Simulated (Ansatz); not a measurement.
System: trigonal Se. Method: r²SCAN (Ansatz, an electronic-structure program, PAW).

Settings: plane-wave cutoff 600 eV, 12×12×8 k mesh (along the axes of the cell as run), finite displacements, scalar-relativistic PAW data made under PBE.

The cell has the measured lattice parameters. Conventional cell: a = 4.3660 Å, b = 4.3660 Å, c = 4.9540 Å, α = 90.00°, β = 90.00°, γ = 120.00°.

```cif
data_Se3
_chemical_formula_sum 'Se3'
_space_group_name_H-M_alt 'P3121'
_space_group_IT_number 152
_space_group_name_Hall 'P 31 2"'
_cell_length_a 4.36600
_cell_length_b 4.36600
_cell_length_c 4.95400
_cell_angle_alpha 90.000
_cell_angle_beta 90.000
_cell_angle_gamma 120.000
loop_
_atom_site_label
_atom_site_type_symbol
_atom_site_symmetry_multiplicity
_atom_site_Wyckoff_symbol
_atom_site_fract_x
_atom_site_fract_y
_atom_site_fract_z
_atom_site_occupancy
Se1 Se 3 a 0.77387 0.77387 0.00000 1
```

Harmonic phonon frequencies (cm⁻¹; i marks an imaginary mode):

```
q point                      frequencies
-------  -------------------------------
Γ          0 0 0 106 144 144 228 228 238
M        45 46 57 73 130 138 221 226 254
A        62 62 66 90 132 132 203 238 238
```

No imaginary mode appears at these points.

Note: the cell isn't this level's own, so it is under some stress, which shifts stiffness and frequencies.
